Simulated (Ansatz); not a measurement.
# AlBH4: two geometries relaxed

Aim: relax the geometries before and after the shift of H3 from B1 to Al2, and see whether they are two minima and how far apart in energy. SMILES of the start: [BH2][AlH2].

All numbers below are computed with Ansatz 0.2.0 (RKS B3LYP-D4/def2-SVP).

## (1) The system as given

Bond lengths: B1–Al2 2.106 Å, B1–H3 1.208 Å, B1–H4 1.178 Å, Al2–H5 1.608 Å, Al2–H6 1.605 Å. Angles: B1–Al2–H5 118.6°, B1–Al2–H6 121.6°, H5–Al2–H6 119.8°, Al2–B1–H3 115.8°, Al2–B1–H4 117.9°, H3–B1–H4 126.1°.

As a file:

```xyz
6

B     0.0062   -1.1516    0.0457
Al    0.0189    0.9532   -0.0370
H    -0.9144   -1.6482    0.6490
H     0.8340   -1.7321   -0.5585
H     1.1597    1.6829   -0.9043
H    -1.0624    1.8317    0.7589
```

## (2) End point A

The input, input.yaml:

```yaml
crystal:
  periodic: [false, false, false]
  atoms:
    - { symbol: B, position_ang: [0.0062, -1.1516, 0.0457] }
    - { symbol: Al, position_ang: [0.0189, 0.9532, -0.037] }
    - { symbol: H, position_ang: [-0.9144, -1.6482, 0.649] }
    - { symbol: H, position_ang: [0.834, -1.7321, -0.5585] }
    - { symbol: H, position_ang: [1.1597, 1.6829, -0.9043] }
    - { symbol: H, position_ang: [-1.0624, 1.8317, 0.7589] }
basis:
  gaussian: { orbitals: def2-SVP }
hamiltonian:
  xc: b3lyp
  dispersion: d4
relax:
  f_tol: 0.02
  max_steps: 50
```

Launch:

```
$ ansatz run input.yaml --threads 1 --pin off --max-ram 2048MiB --backend cpu --events-out ev --progress --plain --runs-dir out
```

What it wrote, shortened:

```text
Warning: RAYON_NUM_THREADS=1 ignored (pool sized by the plan → 1); use --threads N
[...]
Functional definition: B3LYP
[...]
555 factors; integrals over basis functions are off by at most 2.5e-4 eV
[...]
mean field -7334.29465625 eV, -269.5303572538 hartree, gradient 2.1e-5 eV, S^2 0.000000; 0 other end points of the search recorded, 0 dependent functions left out
[...]
reference -7334.29489606 eV, -269.5303660666 hartree; 11, 11 occupied and 41, 41 virtual orbitals, 555 factors
relax step   1: F+E_penalty+E_count = -7334.40047685 eV  Δ(F+E_penalty+E_count) = +0.000e0 eV  max|allowed force component| = 7.842e-1 eV/Å  Δτ_max = 0.0000 Å  (21 SCF iters, accepted)
[...]
relax step   3: F+E_penalty+E_count = -7334.49989287 eV  Δ(F+E_penalty+E_count) = -1.553e-2 eV  max|allowed force component| = 5.337e-1 eV/Å  Δτ_max = 0.0545 Å  (22 SCF iters, accepted)
[...]
relax step   5: F+E_penalty+E_count = -7334.53072823 eV  Δ(F+E_penalty+E_count) = -2.139e-2 eV  max|allowed force component| = 3.700e-1 eV/Å  Δτ_max = 0.2000 Å  (23 SCF iters, accepted)
[...]
relax step   7: F+E_penalty+E_count = -7334.62583905 eV  Δ(F+E_penalty+E_count) = -8.247e-2 eV  max|allowed force component| = 1.841e-1 eV/Å  Δτ_max = 0.2000 Å  (24 SCF iters, accepted)
[...]
relax step   9: F+E_penalty+E_count = -7334.68739381 eV  Δ(F+E_penalty+E_count) = -1.286e-2 eV  max|allowed force component| = 6.268e-2 eV/Å  Δτ_max = 0.2000 Å  (23 SCF iters, accepted)
[...]
relax step  10: F+E_penalty+E_count = -7334.68734267 eV  Δ(F+E_penalty+E_count) = +5.114e-5 eV  max|allowed force component| = 8.335e-2 eV/Å  Δτ_max = 0.0164 Å  (21 SCF iters, rejected (line search))
[...]
relax step  11: F+E_penalty+E_count = -7334.68790576 eV  Δ(F+E_penalty+E_count) = -5.120e-4 eV  max|allowed force component| = 7.099e-3 eV/Å  Δτ_max = 0.0079 Å  (20 SCF iters, accepted)
555 factors; integrals over basis functions are off by at most 2.8e-4 eV
mean field -7334.58333636 eV, -269.5409660519 hartree, gradient 9.4e-6 eV, S^2 0.000000; 1 other end points of the search recorded, 0 dependent functions left out
[...]
reference -7334.58357711 eV, -269.5409748997 hartree; 11, 11 occupied and 41, 41 virtual orbitals, 555 factors
Total energy: -7334.68814652 eV, -269.5448177543 hartree
Atom 0 at    -0.020530    -1.123744     0.032773 Å, force     0.002729    -0.000097     0.006510 eV/Å
Atom 1 at     0.030618     0.991413    -0.046091 Å, force     0.000024    -0.006054     0.001680 eV/Å
Atom 2 at    -0.977084    -1.774403    -0.327275 Å, force     0.004142     0.001964     0.001676 eV/Å
Atom 3 at     0.905888    -1.787166     0.445401 Å, force    -0.006505     0.001989    -0.007099 eV/Å
Atom 4 at     0.553746     1.756624    -1.342921 Å, force     0.000484     0.001729     0.001045 eV/Å
Atom 5 at    -0.450637     1.873177     1.191913 Å, force    -0.000874     0.000469    -0.003812 eV/Å
Dipole moment:    -0.002574    -0.089323     0.002558 e Å
```

It took 26 s on 1 thread of Intel Xeon at 2.50GHz (Skylake/Cascade Lake), shared host; peak memory 0.12 GiB.

Relaxation path:

```csv
step,energy from step 1 (eV),largest force component (eV/Å)
1,0.0000,0.7842
2,-0.0839,0.4670
3,-0.0994,0.5337
4,-0.1089,0.0537
5,-0.1303,0.3700
6,-0.1429,0.8014
7,-0.2254,0.1841
8,-0.2741,0.0860
9,-0.2869,0.0627
10x,-0.2869,0.0833
11,-0.2874,0.0071
```

Step 1 is the start. 1 step was tried and not accepted (10; marked x where the table lists them).

After: Bond lengths: B1–Al2 2.117 Å, B1–H3 1.212 Å, B1–H4 1.212 Å, Al2–H5 1.594 Å, Al2–H6 1.594 Å. Angles: B1–Al2–H5 121.2°, B1–Al2–H6 121.1°, H5–Al2–H6 117.7°, Al2–B1–H3 123.0°, Al2–B1–H4 122.8°, H3–B1–H4 114.3°.

## (3) Relaxing end B

The second end starts from a geometry with the move made by hand.

Edit input.yaml of step 2 so:

```diff
@@ -5,3 +5,3 @@
     - { symbol: Al, position_ang: [0.0189, 0.9532, -0.037] }
-    - { symbol: H, position_ang: [-0.9144, -1.6482, 0.649] }
+    - { symbol: H, position_ang: [-1.35436, 0.32618, 0.26731] }
     - { symbol: H, position_ang: [0.834, -1.7321, -0.5585] }
```

Launch:

```
$ ansatz run input.yaml --threads 1 --pin off --max-ram 2048MiB --backend cpu --events-out ev --progress --plain --runs-dir out
```

What it wrote, shortened:

```text
Warning: RAYON_NUM_THREADS=1 ignored (pool sized by the plan → 1); use --threads N
[...]
Functional definition: B3LYP
[...]
557 factors; integrals over basis functions are off by at most 3.9e-4 eV
[...]
mean field -7329.52697343 eV, -269.3551481419 hartree, gradient 1.6e-5 eV, S^2 0.000000; 2 other end points of the search recorded, 0 dependent functions left out
[...]
reference -7329.52720690 eV, -269.3551567216 hartree; 11, 11 occupied and 41, 41 virtual orbitals, 557 factors
relax step   1: F+E_penalty+E_count = -7329.65051592 eV  Δ(F+E_penalty+E_count) = +0.000e0 eV  max|allowed force component| = 3.627e0 eV/Å  Δτ_max = 0.0000 Å  (49 SCF iters, accepted)
[...]
relax step   4: F+E_penalty+E_count = -7332.64164142 eV  Δ(F+E_penalty+E_count) = -7.122e-1 eV  max|allowed force component| = 1.584e0 eV/Å  Δτ_max = 0.1954 Å  (27 SCF iters, accepted)
[...]
554 factors; integrals over basis functions are off by at most 7.3e-4 eV
mean field -7334.58336721 eV, -269.5409671857 hartree, gradient 2.2e-5 eV, S^2 0.000000; 1 other end points of the search recorded, 0 dependent functions left out
[...]
reference -7334.58360738 eV, -269.5409760118 hartree; 11, 11 occupied and 41, 41 virtual orbitals, 554 factors
Total energy: -7334.68816508 eV, -269.5448184364 hartree
Atom 0 at    -0.268786    -0.764128    -0.242034 Å, force    -0.001169     0.003739     0.000195 eV/Å
Atom 1 at     0.117444     1.292270     0.083261 Å, force    -0.001294    -0.005529    -0.001890 eV/Å
Atom 2 at    -1.219901    -1.160212    -0.879529 Å, force     0.001777     0.000639    -0.000653 eV/Å
Atom 3 at     0.439810    -1.645712     0.191989 Å, force    -0.000010     0.002858     0.001361 eV/Å
Atom 4 at     1.022838     2.131510    -0.925326 Å, force    -0.000557    -0.000722     0.000113 eV/Å
Atom 5 at    -0.489365     2.056553     1.343749 Å, force     0.001254    -0.000986     0.000874 eV/Å
Dipole moment:    -0.015874    -0.087607    -0.013467 e Å
```

Run time: 35 s. Hardware: 1 thread of Intel Xeon at 2.50GHz (Skylake/Cascade Lake), shared host; peak memory 0.12 GiB.

Step by step:

```csv
step,energy from step 1 (eV),largest force component (eV/Å)
1,0.0000,3.6266
2,-1.3764,1.6676
3,-2.2789,1.6536
4,-2.9911,1.5836
5,-3.6556,1.4569
6,-4.1875,0.8380
7,-4.4426,0.5468
8,-4.6621,0.8011
9,-4.8077,0.6034
10,-4.9393,0.3149
11,-5.0195,0.1673
12,-5.0365,0.0654
13,-5.0374,0.0055
```

Step 1 is the start.

After: Bond lengths: B1–Al2 2.117 Å, B1–H3 1.212 Å, B1–H4 1.211 Å, Al2–H5 1.594 Å, Al2–H6 1.594 Å. Angles: B1–Al2–H5 121.2°, B1–Al2–H6 121.2°, H5–Al2–H6 117.6°, Al2–B1–H3 122.8°, Al2–B1–H4 123.0°, H3–B1–H4 114.2°.

Pairs that crossed the distance rule for bonds on the way: came closer B1–H3; moved apart Al2–H3.

## (4) Results

| quantity | value |
| --- | --- |
| end A | 9 moves, 0.287 eV lower |
| end B | 12 moves, 5.037 eV lower |
| largest difference between the ends | 0.01 Å |
| end B relative to end A | -0.000 eV |

What this shows: Both starts fell into the same minimum (no atom differs by more than 0.01 Å), so from this start no second minimum was found and no band was run; another arrangement could still be one.
